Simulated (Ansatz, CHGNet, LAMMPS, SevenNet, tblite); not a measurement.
**Zinc-blende CdTe, zone-centre TO phonon frequency**

Reference value: 138 cm⁻¹ (measured, temperature not stated, no zero-point or thermal correction; as tabulated in Gopal et al., Improved predictions of the physical properties of Zn- and …).

```
level (code)                               value (cm⁻¹)  cell (Å³/atom)
-----------------------------------------  ------------  --------------
Stillinger–Weber CdTe.sw (LAMMPS)                   170           34.43
Stillinger–Weber CdTeZnSeHgS0.sw (LAMMPS)           204           33.98
GFN2-xTB (tblite)                                   106           37.66
CHGNet-r²SCAN                                        88           35.29
SevenNet-0                                          127           36.43
LDA (Ansatz)                                          ?           32.90
PBE (Ansatz)                                          ?           36.22
r²SCAN (Ansatz)                                     136           35.25
```

### Question
What belongs in the gaps?

### Answer

- LDA (Ansatz, a program for electronic structure), value (cm⁻¹): 148
- PBE (Ansatz), value (cm⁻¹): 130

Differences against the reference: Stillinger–Weber CdTe.sw +23 %, Stillinger–Weber CdTeZnSeHgS0.sw +48 %, GFN2-xTB -23 %, CHGNet-r²SCAN -36 %, SevenNet-0 -8.0 %, LDA +7.2 %, PBE -5.8 %, r²SCAN -1.4 %.

Leaving aside Stillinger–Weber CdTeZnSeHgS0.sw (doubt noted below): Once the reference is moved by up to 3.0 % (a margin picked here for doubts on the reference and the settings, and for temperature and zero-point motion) and values within 0.7 % count as equal, the nearest can be r²SCAN (-1.4 %) or LDA (+7.2 %). Among them CHGNet-r²SCAN (-36 %) misses by most.

The reference isn't brought to a static lattice, while the calculations are for one, so the differences are not the levels' errors alone.  Stillinger–Weber CdTeZnSeHgS0.sw: the potential file covers more elements than this solid holds. GFN2-xTB: the method was fitted mainly to molecules. GFN2-xTB: the run uses a supercell at the zone centre in place of a k mesh. Each level is taken at its own relaxed cell. Cutoffs differ between the levels. Ansatz's density-functional and Hartree–Fock values are scalar-relativistic unless marked +SOC, with PAW data made under PBE.

Empirical potentials (Stillinger–Weber CdTe.sw, Stillinger–Weber CdTeZnSeHgS0.sw) are fitted to chosen data: where that held the value shown, agreement is built in, and what lay outside the fit can be far off. Machine-learned potentials (CHGNet-r²SCAN, SevenNet-0) are trained on DFT data: a solid inside that data is no test of them.

Differences are worked out from the printed values.
